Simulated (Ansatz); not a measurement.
Single points on the cluster C3H4⁻.

```yaml
crystal:
  periodic: [false, false, false]
  atoms:
    - {symbol: C, position_ang: [0.346497, 0.086286, 0.593372]}
    - {symbol: C, position_ang: [0.003550, -0.695353, -0.658308]}
    - {symbol: C, position_ang: [-0.652892, 0.533698, -0.453679]}
    - {symbol: H, position_ang: [-0.417231, -1.702806, -0.688840]}
    - {symbol: H, position_ang: [-0.052189, -0.162056, 1.587320]}
    - {symbol: H, position_ang: [-0.594584, 1.450901, -1.043835]}
    - {symbol: H, position_ang: [1.366849, 0.489340, 0.663950]}
basis:
  gaussian: {orbitals: def2-TZVPD, initial_orbitals: start.molden}
total_charge: -1
magnetization: {spin_polarized: true, initial_magnetization: 1}
hamiltonian: {xc: {name: wB97X-V}}
scf: {omitted_lower_state_checks: [starts]}
output: {orbitals: {seedname: orbitals}}
```

The file start.molden holds the orbitals of an earlier run on this structure, at another level or in another basis.

```sh
$ ansatz run in.yaml --threads 4 --pin off --events-out ev --progress --plain --max-ram 3916MiB
```

It prints (some lines left out):

```
Functional definition: wB97X-V
726 factors; their error is unknown
285 factors; integrals over basis functions are off by at most 5.5e-6 eV
mean field evaluation 1: about -3172.1610 eV, gradient 4.8e0 eV
mean field evaluation 2: about -3172.1986 eV, gradient 6.4e-2 eV
mean field evaluation 4: about -3172.1862 eV, gradient 5.7e-4 eV
mean field -3172.18621271 eV, -116.5756931320 hartree, gradient 1.3e-5 eV, S^2 0.756835; 0 other end points of the search recorded, 0 dependent functions left out
reference -3172.18621184 eV, -116.5756930999 hartree; 12, 11 occupied and 135, 136 virtual orbitals, 726 factors
Total energy: -3172.18621184 eV, -116.5756930999 hartree
Checks for a lower state left out: starts
```

It took 4 s on 4 threads of Arm Neoverse V2 on a shared host.

The first input with `hamiltonian: {xc: {name: PBE-QIDH}}` and without the key `output` (abridged; 1.9 s):

```
Functional definition: PBE-QIDH
mean field -3163.40433898 eV, -116.2529652252 hartree, gradient 4.4e-6 eV, S^2 0.766738
3 core orbitals not correlated: weight in the atoms' cores, before any rotation towards them, 1.000 or more for the frozen orbitals, at most 0.000 for the correlated occupied ones
second order -15.38789278 eV of doubles, -0.00000000 eV of singles
Total energy: -3168.53364994 eV, -116.4414639261 hartree
Checks for a lower state left out: starts
```

As the first input, with `hamiltonian: {xc: pbe, dispersion: d4}`, `output: {forces: true, orbitals: {seedname: orbitals}}` (abridged; 1.6 s):

```
Functional definition: PBE
mean field -3169.04031804 eV, -116.4600836353 hartree, gradient 9.6e-6 eV, S^2 0.753327
Total energy: -3169.15875324 eV, -116.4644360487 hartree
Atom 0 force    -0.068340    -0.017152    -0.117196 eV/Å
Atom 1 force     0.199620    -0.037779    -0.097269 eV/Å
Atom 2 force    -0.187774     0.040635     0.117707 eV/Å
Atom 3 force    -0.093503    -0.254050    -0.017752 eV/Å
Atom 4 force    -0.111563    -0.051216     0.247720 eV/Å
Atom 5 force    -0.000164     0.230770    -0.142700 eV/Å
Atom 6 force     0.261724     0.088791     0.009489 eV/Å
Dipole moment:     0.155559     0.038729     0.266396 e Å
Checks for a lower state left out: starts
```

First input, but with `hamiltonian: {xc: r2scan, dispersion: d4}` (abridged; 2.5 s):

```
Functional definition: r2SCAN
mean field -3171.28002037 eV, -116.5423911780 hartree, gradient 2.8e-5 eV, S^2 0.756997
Total energy: -3171.30789718 eV, -116.5434156317 hartree
Checks for a lower state left out: starts
```

As the first input, with `hamiltonian: {xc: pbe0, dispersion: d4}` (abridged; 1.4 s):

```
Functional definition: PBE0
mean field -3169.29977269 eV, -116.4696184179 hartree, gradient 1.6e-5 eV, S^2 0.756732
Total energy: -3169.39657588 eV, -116.4731758694 hartree
Checks for a lower state left out: starts
```

The first input with `gaussian: {orbitals: "def2-TZVPPD.json", initial_orbitals: start.molden}`, `correlation: {method: ccsd_t}`, `scf: {omitted_lower_state_checks: [starts, cluster_reference]}` and without the key `hamiltonian` (abridged; 6.2 min):

```
Functional definition: HF
mean field -3150.84597501 eV, -115.7914538617 hartree, gradient 2.2e-6 eV, S^2 0.779098
3 core orbitals not correlated: weight in the atoms' cores, before any rotation towards them, 1.000 or more for the frozen orbitals, at most 0.000 for the correlated occupied ones
second order -13.86080095 eV of doubles, -0.00000000 eV of singles
cycle   1  -13.98214737 eV  change   -1.2e-1 eV  update   8.7e-2
cycle   2  -14.36352365 eV  change   -3.8e-1 eV  update   2.8e-2
cycle   3  -14.44204956 eV  change   -7.9e-2 eV  update   1.6e-2
cycle   4  -14.43849006 eV  change    3.6e-3 eV  update   7.0e-3
cycle   5  -14.43755058 eV  change    9.4e-4 eV  update   4.3e-3
cycle   6  -14.43809087 eV  change   -5.4e-4 eV  update   2.4e-3
cycle   7  -14.43814749 eV  change   -5.7e-5 eV  update   1.4e-3
cycle   8  -14.43877900 eV  change   -6.3e-4 eV  update   7.8e-4
cycle   9  -14.43882296 eV  change   -4.4e-5 eV  update   3.4e-4
cycle  10  -14.43866243 eV  change    1.6e-4 eV  update   1.6e-4
cycle  11  -14.43878169 eV  change   -1.2e-4 eV  update   7.0e-5
cycle  12  -14.43876476 eV  change    1.7e-5 eV  update   3.4e-5
cycle  13  -14.43878752 eV  change   -2.3e-5 eV  update   1.6e-5
cycle  14  -14.43878423 eV  change    3.3e-6 eV  update   9.4e-6
perturbative correction -0.71864653 eV, -0.0264097730 hartree
Total energy: -3166.00340578 eV, -116.3484791681 hartree
Checks for a lower state left out: starts, cluster_reference
```

Geometry: B3LYP-D4/def2-TZVPD.

Correlated methods freeze 3 core orbitals. At PBE-D4/def2-TZVPD, r2SCAN-D4/def2-TZVPD, PBE0-D4/def2-TZVPD the highest occupied level of the charge -1 doublet lies above zero (up to 2.97 eV). It is a level of α spin, whose loss leaves a singlet; that state wasn't run at this geometry and level. The electron is either unbound and held by the finite basis, or the level is raised by self-interaction error. Another isomer (doublet) lies 0.67 eV lower at PBE0-D4/def2-TZVPD; other spin states weren't run for this one.
